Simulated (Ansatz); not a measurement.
# HF with HCl: superposition error and deformation, part 3 of 3

Ansatz 0.2.0, Gaussian basis.

### Step 20. wB97X-V/def2-TZVPPD

The inputs:

free-a/in.yaml

```yaml
crystal:
  periodic: [false, false, false]
  atoms:
    - {symbol: F, position_ang: [0.482230, 0.091396, -1.143866]}
    - {symbol: H, position_ang: [-0.260284, 0.121559, -1.686320]}
basis:
  gaussian: {orbitals: "def2-TZVPPD.json"}
hamiltonian: {xc: {name: wB97X-V}}
```

free-b/in.yaml

```yaml
crystal:
  periodic: [false, false, false]
  atoms:
    - {symbol: Cl, position_ang: [-0.363643, -0.153400, 2.000621]}
    - {symbol: H, position_ang: [0.141597, -0.059654, 0.829565]}
basis:
  gaussian: {orbitals: "def2-TZVPPD.json"}
hamiltonian: {xc: {name: wB97X-V}}
```

Each run has its own folder and the same command.

Started as:

```bash
$ ansatz run in.yaml --threads 2 --pin off --events-out ev --progress --plain --max-ram 5222MiB
```

Log of free-a (excerpt; [...] marks lines left out):

```text
Functional definition: wB97X-V
  name "wB97X-V"
  cite "Mardirossian & Head-Gordon, Phys. Chem. Chem. Phys. 16, 9904 (2014) doi:10.1039/C3CP54374A"
  cite "Becke, J. Chem. Phys. 107, 8554 (1997) doi:10.1063/1.475007"
  cite "Vydrov & Van Voorhis, J. Chem. Phys. 133, 244103 (2010) doi:10.1063/1.3521275"
[...]
      + integral(e_c_pw_opposite_spin*poly(b97_u_opposite, cos0, cos1)) + vv10(b, c)
256 factors; their error is unknown
78 factors; integrals over basis functions are off by at most 2.5e-5 eV
[...]
mean field -2733.56426037 eV, -100.4566336921 hartree, gradient 1.3e-5 eV, S^2 0.000000; 0 other end points of the search recorded, 0 dependent functions left out
reference -2733.56425854 eV, -100.4566336250 hartree; 5, 5 occupied and 52, 52 virtual orbitals, 256 factors
Total energy: -2733.56425854 eV, -100.4566336250 hartree
```

free-b printed (excerpt; [...] marks lines left out):

```text
[... 5 set-up lines as earlier in the session ...]
[...]
      + integral(e_c_pw_opposite_spin*poly(b97_u_opposite, cos0, cos1)) + vv10(b, c)
386 factors; their error is unknown
86 factors; integrals over basis functions are off by at most 5.7e-5 eV
[...]
mean field -12537.64899994 eV, -460.7501024241 hartree, gradient 1.8e-5 eV, S^2 0.000000; 0 other end points of the search recorded, 0 dependent functions left out
reference -12537.64899766 eV, -460.7501023402 hartree; 9, 9 occupied and 59, 59 virtual orbitals, 386 factors
Total energy: -12537.64899766 eV, -460.7501023402 hartree
```

Wall times: 0.55 s (free-a), 0.86 s (free-b) on 2 threads, shared host.

### Step 21. wB97M-V/def2-TZVPPD

Each input of step 20 (free-a, free-b) changes in the same lines:

```diff
-hamiltonian: {xc: {name: wB97X-V}}
+hamiltonian: {xc: {name: wB97M-V}}
```

Each run has its own folder and the same command.

Started as:

```bash
$ ansatz run in.yaml --threads 2 --pin off --events-out ev --progress --plain --max-ram 5222MiB
```

Log of free-a (excerpt; [...] marks lines left out):

```text
[... 5 set-up lines as earlier in the session ...]
  # Of w^i u^j: cxij and so on, Table III.
[...]
  gx(w, u) = 1 - cx + cx01*u + cx10*w
[...]
      + integral(e_c_pw_mod_opposite_spin*gos(b97_w_opposite, b97_u_opposite)) + vv10(b, c)
256 factors; their error is unknown
78 factors; integrals over basis functions are off by at most 2.5e-5 eV
[...]
mean field -2733.75173486 eV, -100.4635232525 hartree, gradient 6.5e-5 eV, S^2 0.000000; 0 other end points of the search recorded, 0 dependent functions left out
reference -2733.75177956 eV, -100.4635248955 hartree; 5, 5 occupied and 52, 52 virtual orbitals, 256 factors
Total energy: -2733.75177956 eV, -100.4635248955 hartree
```

Output in free-b (excerpt; [...] marks lines left out):

```text
[... 5 set-up lines as earlier in the session ...]
  # Of w^i u^j: cxij and so on, Table III.
[...]
  gx(w, u) = 1 - cx + cx01*u + cx10*w
[...]
      + integral(e_c_pw_mod_opposite_spin*gos(b97_w_opposite, b97_u_opposite)) + vv10(b, c)
386 factors; their error is unknown
86 factors; integrals over basis functions are off by at most 5.7e-5 eV
[...]
mean field -12538.78046274 eV, -460.7916829149 hartree, gradient 1.8e-5 eV, S^2 0.000000; 0 other end points of the search recorded, 0 dependent functions left out
reference -12538.78052126 eV, -460.7916850658 hartree; 9, 9 occupied and 59, 59 virtual orbitals, 386 factors
Total energy: -12538.78052126 eV, -460.7916850658 hartree
```

They took 0.56 s (free-a), 1 s (free-b) on 2 threads, shared host.

### Step 22. B2PLYP/def2-TZVPPD

Each input of step 21 (free-a, free-b) changes in the same lines:

```diff
-hamiltonian: {xc: {name: wB97M-V}}
+hamiltonian: {xc: {name: B2PLYP}}
```

Each run has its own folder and the same command.

Started as:

```bash
$ ansatz run in.yaml --threads 2 --pin off --events-out ev --progress --plain --max-ram 5222MiB
```

Log of free-a (excerpt; [...] marks lines left out):

```text
[... 5 set-up lines as earlier in the session ...]
[...]
352 factors; integrals over basis functions are off by at most 1.1e-3 eV
[...]
mean field -2730.77281332 eV, -100.3540499052 hartree, gradient 3.2e-6 eV, S^2 0.000000; 0 other end points of the search recorded, 0 dependent functions left out
1 core orbitals not correlated: weight in the atoms' cores, before any rotation towards them, 1.000 or more for the frozen orbitals, at most 0.000 for the correlated occupied ones
reference -2730.77291900 eV, -100.3540537890 hartree; 4, 4 occupied and 52, 52 virtual orbitals, 352 factors
second order -8.70934639 eV of doubles, -0.00000000 eV of singles
Total energy: -2733.12444253 eV, -100.4404706846 hartree
```

Log of free-b (excerpt; [...] marks lines left out):

```text
[... 5 set-up lines as earlier in the session ...]
[...]
386 factors; integrals over basis functions are off by at most 1.1e-3 eV
[...]
mean field -12534.16927455 eV, -460.6222248748 hartree, gradient 1.1e-6 eV, S^2 0.000000; 0 other end points of the search recorded, 0 dependent functions left out
5 core orbitals not correlated: weight in the atoms' cores, before any rotation towards them, 1.000 or more for the frozen orbitals, at most 0.000 for the correlated occupied ones
reference -12534.16939882 eV, -460.6222294414 hartree; 4, 4 occupied and 59, 59 virtual orbitals, 386 factors
second order -6.74871590 eV of doubles, -0.00000000 eV of singles
Total energy: -12535.99155211 eV, -460.6891923398 hartree
```

Times: 0.3 s (free-a), 0.5 s (free-b) on 2 threads, shared host.

### Step 23. BLYP-D4/def2-TZVPPD

Each input of step 22 (free-a, free-b) changes in the same lines:

```diff
-hamiltonian: {xc: {name: B2PLYP}}
+hamiltonian: {xc: {name: BLYP}, dispersion: d4}
```

Each run has its own folder and the same command.

Started as:

```bash
$ ansatz run in.yaml --threads 2 --pin off --events-out ev --progress --plain --max-ram 5222MiB
```

Log of free-a (excerpt; [...] marks lines left out):

```text
[... 4 set-up lines as earlier in the session ...]
[...]
256 factors; their error is unknown
[...]
mean field -2734.32857503 eV, -100.4847217377 hartree, gradient 4.1e-5 eV, S^2 0.000000; 0 other end points of the search recorded, 0 dependent functions left out
reference -2734.32881177 eV, -100.4847304377 hartree; 5, 5 occupied and 52, 52 virtual orbitals, 256 factors
Total energy: -2734.33339376 eV, -100.4848988231 hartree
```

free-b printed (excerpt; [...] marks lines left out):

```text
[... 4 set-up lines as earlier in the session ...]
[...]
383 factors; their error is unknown
[...]
mean field -12539.44108611 eV, -460.8159603759 hartree, gradient 6.0e-5 eV, S^2 0.000000; 0 other end points of the search recorded, 0 dependent functions left out
reference -12539.44135263 eV, -460.8159701705 hartree; 9, 9 occupied and 59, 59 virtual orbitals, 383 factors
Total energy: -12539.45484171 eV, -460.8164658851 hartree
```

Times: 0.2 s (free-a), 0.45 s (free-b) on 2 threads, shared host.

### Step 24. revPBE-D4/def2-TZVPPD

The same edit goes into each in.yaml of step 23 (free-a, free-b):

```diff
-hamiltonian: {xc: {name: BLYP}, dispersion: d4}
+hamiltonian: {xc: {name: revPBE}, dispersion: d4}
```

Each run has its own folder and the same command.

Started as:

```bash
$ ansatz run in.yaml --threads 2 --pin off --events-out ev --progress --plain --max-ram 5222MiB
```

Output in free-a (excerpt; [...] marks lines left out):

```text
[... 4 set-up lines as earlier in the session ...]
[...]
256 factors; their error is unknown
[...]
mean field -2733.67831270 eV, -100.4608250380 hartree, gradient 5.0e-6 eV, S^2 0.000000; 0 other end points of the search recorded, 0 dependent functions left out
reference -2733.67835958 eV, -100.4608267607 hartree; 5, 5 occupied and 52, 52 virtual orbitals, 256 factors
Total energy: -2733.68778181 eV, -100.4611730215 hartree
```

Output in free-b (excerpt; [...] marks lines left out):

```text
[... 4 set-up lines as earlier in the session ...]
[...]
383 factors; their error is unknown
[...]
mean field -12537.30941620 eV, -460.7376229520 hartree, gradient 5.5e-5 eV, S^2 0.000000; 0 other end points of the search recorded, 0 dependent functions left out
reference -12537.30947694 eV, -460.7376251841 hartree; 9, 9 occupied and 59, 59 virtual orbitals, 383 factors
Total energy: -12537.33267381 eV, -460.7384776533 hartree
```

They took 0.2 s (free-a), 0.25 s (free-b) on 2 threads, shared host.

### Step 25. B97M-V/def2-TZVPPD

The same edit goes into each in.yaml of step 24 (free-a, free-b):

```diff
-hamiltonian: {xc: {name: revPBE}, dispersion: d4}
+hamiltonian: {xc: {name: B97M-V}}
```

One command serves all of them, each in its own folder.

Started as:

```bash
$ ansatz run in.yaml --threads 2 --pin off --events-out ev --progress --plain --max-ram 5222MiB
```

free-a printed (excerpt; [...] marks lines left out):

```text
[... 5 set-up lines as earlier in the session ...]
  # Of w^i u^j: cxij and so on, Table III.
[...]
  gx(w, u) = cx00 + cx01*u + cx02*u^2 + (cx10 + cx11*u)*w
[...]
  gos(w, u) = cos00 + cos01*u + cos03*u^3 + cos10*w + cos32*w^3*u^2
[...]
      + integral(e_c_pw_mod_opposite_spin*gos(b97_w_opposite, b97_u_opposite)) + vv10(b, c)
256 factors; their error is unknown
[...]
mean field -2733.45887886 eV, -100.4527609932 hartree, gradient 4.3e-5 eV, S^2 0.000000; 0 other end points of the search recorded, 0 dependent functions left out
reference -2733.45893357 eV, -100.4527630036 hartree; 5, 5 occupied and 52, 52 virtual orbitals, 256 factors
Total energy: -2733.45893357 eV, -100.4527630036 hartree
```

Log of free-b (excerpt; [...] marks lines left out):

```text
[... 5 set-up lines as earlier in the session ...]
  # Of w^i u^j: cxij and so on, Table III.
[...]
  gx(w, u) = cx00 + cx01*u + cx02*u^2 + (cx10 + cx11*u)*w
[...]
  gos(w, u) = cos00 + cos01*u + cos03*u^3 + cos10*w + cos32*w^3*u^2
[...]
      + integral(e_c_pw_mod_opposite_spin*gos(b97_w_opposite, b97_u_opposite)) + vv10(b, c)
383 factors; their error is unknown
[...]
mean field -12536.26402751 eV, -460.6992056261 hartree, gradient 3.8e-5 eV, S^2 0.000000; 0 other end points of the search recorded, 0 dependent functions left out
reference -12536.26409858 eV, -460.6992082377 hartree; 9, 9 occupied and 59, 59 virtual orbitals, 383 factors
Total energy: -12536.26409858 eV, -460.6992082377 hartree
```

They took 0.51 s (free-a), 0.91 s (free-b) on 2 threads, shared host.

### Step 26. HSE06-D4/def2-TZVPPD

Each input of step 25 (free-a, free-b) changes in the same lines:

```diff
-hamiltonian: {xc: {name: B97M-V}}
+hamiltonian: {xc: hse06, dispersion: d4}
```

One command serves all of them, each in its own folder.

Started as:

```bash
$ ansatz run in.yaml --threads 2 --pin off --events-out ev --progress --plain --max-ram 5222MiB
```

Log of free-a (excerpt; [...] marks lines left out):

```text
[... 6 set-up lines as earlier in the session ...]
[...]
256 factors; their error is unknown
24 factors; integrals over basis functions are off by at most 5.9e-5 eV
[...]
mean field -2731.81029303 eV, -100.3921765814 hartree, gradient 4.2e-5 eV, S^2 0.000000; 0 other end points of the search recorded, 0 dependent functions left out
reference -2731.81033040 eV, -100.3921779548 hartree; 5, 5 occupied and 52, 52 virtual orbitals, 256 factors
Total energy: -2731.81168776 eV, -100.3922278368 hartree
```

free-b printed (excerpt; [...] marks lines left out):

```text
[... 6 set-up lines as earlier in the session ...]
[...]
393 factors; their error is unknown
31 factors; integrals over basis functions are off by at most 1.5e-4 eV
[...]
mean field -12535.16317577 eV, -460.6587500708 hartree, gradient 8.4e-5 eV, S^2 0.000000; 0 other end points of the search recorded, 0 dependent functions left out
reference -12535.16322269 eV, -460.6587517951 hartree; 9, 9 occupied and 59, 59 virtual orbitals, 393 factors
Total energy: -12535.16739584 eV, -460.6589051557 hartree
```

They took 0.25 s (free-a), 0.35 s (free-b) on 2 threads, shared host.

### Step 27. CCSD(T)/def2-TZVPPD

Each input of step 26 (free-a, free-b) changes in the same lines:

```diff
-hamiltonian: {xc: hse06, dispersion: d4}
+correlation: {method: ccsd_t}
```

One command serves all of them, each in its own folder.

Started as:

```bash
$ ansatz run in.yaml --threads 2 --pin off --events-out ev --progress --plain --max-ram 5222MiB
```

Log of free-a (excerpt; [...] marks lines left out):

```text
[... 4 set-up lines as earlier in the session ...]
[...]
352 factors; integrals over basis functions are off by at most 1.1e-3 eV
[...]
mean field -2722.93998975 eV, -100.0661989482 hartree, gradient 1.6e-6 eV, S^2 0.000000; 0 other end points of the search recorded, 0 dependent functions left out
1 core orbitals not correlated: weight in the atoms' cores, before any rotation towards them, 1.000 or more for the frozen orbitals, at most 0.000 for the correlated occupied ones
reference -2722.93998975 eV, -100.0661989482 hartree; 4, 4 occupied and 52, 52 virtual orbitals, 352 factors
second order -7.43407414 eV of doubles, -0.00000000 eV of singles
cycle   1  -7.34232076 eV  change    9.2e-2 eV  update   4.7e-2
[...]
cycle   9  -7.48867200 eV  change    1.8e-6 eV  update   1.5e-6
perturbative correction -0.18478770 eV, -0.0067908227 hartree
Total energy: -2730.61344945 eV, -100.3481933909 hartree
```

Log of free-b (excerpt; [...] marks lines left out):

```text
[... 4 set-up lines as earlier in the session ...]
[...]
386 factors; integrals over basis functions are off by at most 1.1e-3 eV
[...]
mean field -12519.95660420 eV, -460.0999188730 hartree, gradient 2.5e-6 eV, S^2 0.000000; 0 other end points of the search recorded, 0 dependent functions left out
5 core orbitals not correlated: weight in the atoms' cores, before any rotation towards them, 1.000 or more for the frozen orbitals, at most 0.000 for the correlated occupied ones
reference -12519.95660420 eV, -460.0999188730 hartree; 4, 4 occupied and 59, 59 virtual orbitals, 386 factors
second order -5.58050153 eV of doubles, -0.00000000 eV of singles
cycle   1  -5.99498311 eV  change   -4.1e-1 eV  update   3.9e-2
[...]
cycle   8  -6.13748960 eV  change    8.9e-7 eV  update   3.3e-6
perturbative correction -0.22600177 eV, -0.0083054118 hartree
Total energy: -12526.32009557 eV, -460.3337728676 hartree
```

Wall times: 0.3 s (free-a), 0.4 s (free-b) on 2 threads, shared host.

### Step 28. The split

```
      method  interaction with counterpoise (meV)  without  superposition error  deformation  binding energy
      PBE-D4                                 -131     -134                    4           -3            -134
   revPBE-D4                                  -97     -101                    4           -3            -100
     BLYP-D4                                 -108     -112                    4           -3            -112
   r2SCAN-D4                                 -132     -135                    3            1            -132
      B97M-V                                 -131     -134                    3            3            -128
     PBE0-D4                                 -127     -130                    3            1            -126
    B3LYP-D4                                 -118     -121                    3            0            -118
    HSE06-D4                                 -127     -130                    3            1            -126
     wB97X-V                                 -119     -122                    3            1            -118
     wB97M-V                                 -117     -119                    2            1            -116
      B2PLYP                                 -106     -113                    7            1            -104
Hartree-Fock                                  -67      -69                    2            8             -60
         MP2                                 -107     -125                   19            3            -104
        CCSD                                  -93     -111                   18            3             -90
     CCSD(T)                                 -100     -120                   20            2             -98
```

### Step 29. Results

This closing draws on all 3 parts.

| quantity | value |
| --- | --- |
| interaction, CCSD(T) | -100 meV |
| superposition error | 20 meV |
| deformation | 2 meV |
| binding energy | -98 meV |

In this basis the superposition error is 20 meV for CCSD(T) and 3 meV on average for the plain functionals: correlated methods borrow far more, since they need many more functions to converge. Deformation takes back 2 % of the interaction. The free shapes are PBE0-D4 minima, so other methods can show a small negative deformation energy.
